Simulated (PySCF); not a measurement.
System (SMILES): [SiH2] (SiH2) (closed-shell singlet).
Geometry (B3LYP-D3(BJ)/def2-TZVP, fixed):
```xyz
3

Si     0.0052     0.0009     0.1327
H     -0.0342     1.0849    -0.9366
H     -0.0389    -1.0973    -0.9218
```

Basis-set convergence of the mean static polarisability at HF with PySCF. All functions are spherical. Density fitting with generated auxiliary sets. No added dispersion term, no relativity. Reference: the value in aug-pcseg-3, 35.86 bohr³, itself unsure by roughly 0.2 % (its mean distance from aug-cc-pV(Q+d)Z, aug-pcseg-2, aug-cc-pV(T+d)Z).

| basis | functions | mean static polarisability (bohr³) |
|---|---|---|
| 6-31G** | 28 | 25.11 |
| def2-SVP | 28 | … |
| def2-SVPD | 40 | … |
| def2-TZVP | 49 | … |
| aug-cc-pV(D+d)Z | 50 | 35.38 |
| 6-311++G(2d,2p) | 55 | 31.38 |
| def2-TZVPD | 61 | 35.52 |
| cc-pV(T+d)Z | 67 | 31.37 |
| def2-TZVPP | 70 | 31.35 |
| jun-cc-pV(T+d)Z | 76 | 35.42 |
| aug-pcseg-2 | 96 | 35.72 |
| aug-cc-pV(T+d)Z | 101 | 35.84 |
| def2-QZVPP | 130 | 34.02 |
| def2-QZVPPD | 142 | 35.81 |
| aug-cc-pV(Q+d)Z | 181 | 35.85 |
| aug-pcseg-3 | 187 | 35.86 |
| cc-pV(5+d)Z | 210 | … |
| pcseg-4 | 227 | 34.68 |

Some entries are withheld; supply them.


- def2-SVP, mean static polarisability (bohr³): 27.21
- def2-SVPD, mean static polarisability (bohr³): 34.18
- def2-TZVP, mean static polarisability (bohr³): 31.09
- cc-pV(5+d)Z, mean static polarisability (bohr³): 34.63
